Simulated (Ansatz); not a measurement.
# C₂H₂O₂ (SMILES O=C1CO1): single points off equilibrium

One table from this session's results is given with a row withheld; the runs are named, their logs left out.

Computed with Ansatz 0.2.0, Gaussian basis. Level: single points in def2-TZVPP.

Cores are frozen in the correlated methods. B3LYP uses VWN-RPA correlation.

## The starting structure

6 atoms, charge 0, spin multiplicity 1.

Atoms are counted from 1 here; the program's logs count them from 0.

Bond lengths: O1–C2 1.301 Å, C2–C3 1.565 Å, C2–O4 1.369 Å, C3–H5 1.170 Å, C3–H6 1.113 Å. Angles: O1–C2–C3 135.8°, O1–C2–O4 157.4°, C3–C2–O4 66.9°, C2–C3–H5 117.5°, C2–C3–H6 116.8°, H5–C3–H6 125.8°.

As a file:

```
atom    x (Å)    y (Å)    z (Å)
  O1  -0.7315  -1.7308   0.8331
  C2  -0.4872  -0.7157   0.0577
  C3   0.3490   0.6022   0.1663
  O4  -0.5420   0.0510  -1.0747
  H5   1.4841   0.5454  -0.1109
  H6  -0.1971   1.5170   0.4877
```

Set-up of the first run:

run/in.yaml reads:

```yaml
crystal:
  periodic: [false, false, false]
  atoms:
    - {symbol: O, position_ang: [-0.731500, -1.730800, 0.833100]}
    - {symbol: C, position_ang: [-0.487200, -0.715700, 0.057700]}
    - {symbol: C, position_ang: [0.349000, 0.602200, 0.166300]}
    - {symbol: O, position_ang: [-0.542000, 0.051000, -1.074700]}
    - {symbol: H, position_ang: [1.484100, 0.545400, -0.110900]}
    - {symbol: H, position_ang: [-0.197100, 1.517000, 0.487700]}
basis:
  gaussian: {orbitals: def2-TZVPP}
correlation: {method: ccsd_t}
output: {forces: true}
```

No record of the launch command was kept for these runs.

Among the steps run: CCSD(T)/def2-TZVPP; PBE0-D4/def2-TZVPP; wB97M-V/def2-TZVPP; r2SCAN-D4/def2-TZVPP; PBE-D4/def2-TZVPP; r2SCANh-D4/def2-TZVPP; B3LYP-D4/def2-TZVPP.

One table of the session follows, with a row left open; its other results are not shown here.

| method | RMS force component (eV/Å) | angle to CCSD(T) forces (°) | dipole (D) |
| --- | --- | --- | --- |
| CCSD(T) | 2.248 | reference | 3.04 |
| PBE0-D4 | 2.491 | 6.3 | 3.19 |
| wB97M-V | ? | ? | ? |
| r2SCAN-D4 | 2.312 | 2.5 | 3.09 |
| PBE-D4 | 2.112 | 2.5 | 2.98 |
| r2SCANh-D4 | 2.432 | 4.5 | 3.16 |
| B3LYP-D4 | 2.347 | 3.1 | 3.19 |

Estimate the missing values for wB97M-V.

The run gave: RMS force component (eV/Å): 2.459; angle to CCSD(T) forces (°): 5.6; dipole (D): 3.22. In the column «RMS force component (eV/Å)» it lies between r2SCANh-D4 (2.432) and PBE0-D4 (2.491).
